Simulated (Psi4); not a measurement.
Reaction (SMILES): PP (P2H4) + [H][H] (H2) → 2 P (PH3)
B3LYP-D3(BJ)/def2-TZVP geometries, fixed; electronic energies without zero-point terms.
Largest species:
```
P
H 1 1.4206
H 1 1.4206 2 92.33
P 1 2.2503 2 93.65 3 -93.89
H 4 1.4206 1 93.65 2 -86.71
H 4 1.4206 5 92.33 1 93.89
```
Charge 0, spin multiplicity 1.

Effect of the integral screening threshold at PBE/cc-pV(T+d)Z with Psi4, against the last row, where the energy of full hydrogenation is -3.49 kcal/mol.

| setting | largest shift of a total energy (mEh) | shift of the energy of full hydrogenation (kcal/mol) |
|---|---|---|
| ints_tolerance: 1e-6 | -0.003 | 0.002 |
| ints_tolerance: 1e-8 | 0.000 | 0.000 |
| ints_tolerance: 1e-10 | 0.000 | 0.000 |
| ints_tolerance: 1e-14 | 0.000 | 0.000 |

Within 0.02 kcal/mol in the energy of full hydrogenation: ints_tolerance: 1e-6; ints_tolerance: 1e-8; ints_tolerance: 1e-10. The largest shift is 0.003 mEh in a total energy and 0.002 kcal/mol in the difference.
